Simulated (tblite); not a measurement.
C₃H₅FO₂.
Numbering: `[CH3:1][C@H:2]([F:3])[C:4](=[O:5])[OH:6]` (hydrogens: H7, H8, H9 on C1; H10 on C2; H11 on O6)

Computed with GFN2-xTB (tblite), gas phase: Langevin dynamics at 400 K from the optimised GFN2-xTB geometry, time step 0.5 fs, friction 0.01 fs⁻¹, 2000 steps.

Start geometry:
```
atom  x, y, z in Å
C1     -1.211   -0.358    0.634
C2     -0.374    0.491   -0.317
F3     -0.714    0.212   -1.618
C4      1.110    0.227   -0.083
O5      1.681    0.562    0.919
O6      1.687   -0.424   -1.083
H7     -1.054   -1.413    0.420
H8     -2.265   -0.126    0.505
H9     -0.914   -0.147    1.657
H10    -0.566    1.561   -0.161
H11     2.627   -0.583   -0.900
```

The statistics below take the 31 frames saved every 25 fs from 250 to 1000 fs; their kinetic temperature (all 3N coordinates) averages 428 K.

Question: Give the mean, spread and extremes of the bond lengths.

Answer: 
| bond | start (Å) | mean (Å) | standard deviation (Å) | shortest (Å) | longest (Å) |
| --- | --- | --- | --- | --- | --- |
| C1–C2 | 1.525 | 1.521 | 0.042 | 1.441 | 1.630 |
| C2–F3 | 1.374 | 1.390 | 0.046 | 1.294 | 1.531 |
| C2–C4 | 1.525 | 1.534 | 0.037 | 1.474 | 1.649 |
| C4=O5 | 1.201 | 1.201 | 0.022 | 1.153 | 1.253 |
| C4–O6 | 1.325 | 1.331 | 0.022 | 1.292 | 1.369 |
| C1–H7 | 1.088 | 1.090 | 0.037 | 1.016 | 1.167 |
| C1–H8 | 1.087 | 1.091 | 0.044 | 1.008 | 1.172 |
| C1–H9 | 1.086 | 1.096 | 0.052 | 1.006 | 1.224 |
| C2–H10 | 1.098 | 1.111 | 0.035 | 1.042 | 1.180 |
| O6–H11 | 0.971 | 0.979 | 0.046 | 0.897 | 1.061 |

Question: Give the same statistics for bond angles, one of each kind among heavy atoms.

Answer: 
| angle | start (°) | mean (°) | standard deviation (°) | smallest (°) | largest (°) |
| --- | --- | --- | --- | --- | --- |
| C1–C2–F3 | 110.0 | 109.2 | 2.7 | 102.2 | 115.0 |
| C1–C2–C4 | 110.0 | 110.6 | 4.6 | 100.9 | 122.3 |
| F3–C2–C4 | 110.5 | 110.3 | 5.1 | 99.6 | 119.4 |
| C2–C4–O5 | 122.9 | 123.0 | 3.8 | 113.8 | 131.5 |
| C2–C4–O6 | 113.2 | 113.0 | 3.9 | 103.4 | 120.1 |
| O5–C4–O6 | 124.0 | 123.6 | 4.2 | 116.3 | 132.7 |

Question: How far does each atom move about its mean position (frames aligned on the start, all atoms weighted alike), and what rms force does it feel?

Answer: 
```json
{"atom": "C1", "rms displacement (Å)": "0.13", "rms force (eV/Å)": "2.89"}
{"atom": "C2", "rms displacement (Å)": "0.20", "rms force (eV/Å)": "2.08"}
{"atom": "F3", "rms displacement (Å)": "0.49", "rms force (eV/Å)": "1.34"}
{"atom": "C4", "rms displacement (Å)": "0.12", "rms force (eV/Å)": "2.19"}
{"atom": "O5", "rms displacement (Å)": "0.43", "rms force (eV/Å)": "1.86"}
{"atom": "O6", "rms displacement (Å)": "0.42", "rms force (eV/Å)": "2.22"}
{"atom": "H7", "rms displacement (Å)": "0.98", "rms force (eV/Å)": "1.36"}
{"atom": "H8", "rms displacement (Å)": "0.86", "rms force (eV/Å)": "1.59"}
{"atom": "H9", "rms displacement (Å)": "0.71", "rms force (eV/Å)": "1.60"}
{"atom": "H10", "rms displacement (Å)": "0.43", "rms force (eV/Å)": "1.17"}
{"atom": "H11", "rms displacement (Å)": "0.48", "rms force (eV/Å)": "1.89"}
```

The displacements run from 0.12 to 0.98 Å, the largest at H7.

Question: Follow the torsion C1–C2–C4–O5 through every second one of these frames.

Answer: 
| t (fs) | C1–C2–C4–O5 (°) |
| --- | --- |
| 250 | -106 |
| 300 | -98 |
| 350 | -96 |
| 400 | -87 |
| 450 | -88 |
| 500 | -97 |
| 550 | -92 |
| 600 | -83 |
| 650 | -63 |
| 700 | -46 |
| 750 | -38 |
| 800 | -29 |
| 850 | -25 |
| 900 | -24 |
| 950 | -16 |
| 1000 | -16 |

Largest departure from the start value over all these frames: C1–C2–C4–O5 64° (start -68°).

The run is classical and short, so these are rough statistics of one trajectory.

The cost below is that of the whole dynamics run. The run took 21 s wall on one thread, Intel Xeon at 2.50 GHz (x86_64) (shared host), and the process peaked at 0.18 GiB of memory.
